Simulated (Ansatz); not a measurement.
Process, species as SMILES: [NH2] (NH2) → [NH2-] (an electron is taken up)
B3LYP-D3(BJ)/def2-TZVP geometries, fixed; electronic energies without zero-point terms; positive where energy is released.
Largest species:
```
N
H 1 1.0284
H 1 1.0284 2 103.25
```
Charge 0, spin multiplicity 2.

How fast the adiabatic electron affinity converges with the basis for several methods (Ansatz, a first-principles code): deviation from each method's own reference, in eV. References: B2PLYP 0.755 eV, the value in aug-cc-pV5Z; CCSD(T) 0.741 eV, Hartree-Fock in aug-cc-pVQZ plus the correlation part extrapolated as X^-3 from aug-cc-pVTZ and aug-cc-pVQZ; MP2 0.994 eV, Hartree-Fock in aug-cc-pVQZ plus the correlation part extrapolated as X^-3 from aug-cc-pVTZ and aug-cc-pVQZ; PBE 0.862 eV, the value in aug-cc-pV5Z; PBE0 0.561 eV, the value in aug-cc-pV5Z. All functions are spherical. In correlated methods cores are frozen. Open shells are unrestricted. No added dispersion term, no relativity. 

| basis | functions | B2PLYP | CCSD(T) | MP2 | PBE | PBE0 |
|---|---|---|---|---|---|---|
| 6-31G | 13 | -1.803 | -2.149 | -2.307 | -1.729 | -1.450 |
| def2-SVP | 24 | -1.761 | -1.973 | -2.107 | -1.712 | -1.474 |
| cc-pVDZ | 24 | -1.893 | -2.090 | -2.222 | -1.848 | -1.607 |
| 6-311+G** | 34 | -0.223 | -0.452 | -0.507 | -0.128 | -0.085 |
| aug-pcseg-1 | 41 | -0.070 | -0.206 | -0.254 | -0.009 | 0.015 |
| aug-cc-pVDZ | 41 | -0.093 | -0.199 | -0.245 | -0.055 | -0.026 |
| def2-TZVP | 43 | -0.709 | -0.816 | -0.892 | -0.699 | -0.563 |
| def2-TZVPD | 55 | -0.253 | -0.313 | -0.363 | -0.260 | -0.194 |
| cc-pVTZ | 58 | -1.052 | -1.100 | -1.203 | -1.065 | -0.892 |
| 6-311++G(3df,3pd) | 75 | -0.114 | -0.162 | -0.198 | -0.111 | -0.067 |
| def2-QZVPP | 117 | -0.356 | -0.363 | -0.411 | -0.391 | -0.295 |
| pcseg-3 | 126 | -0.139 | -0.161 | -0.189 | -0.157 | -0.105 |

Mean absolute deviation over 6-311+G**, def2-TZVP, def2-TZVPD, cc-pVTZ, 6-311++G(3df,3pd): PBE0 0.360, PBE 0.453, B2PLYP 0.470, CCSD(T) 0.568, MP2 0.632 eV.
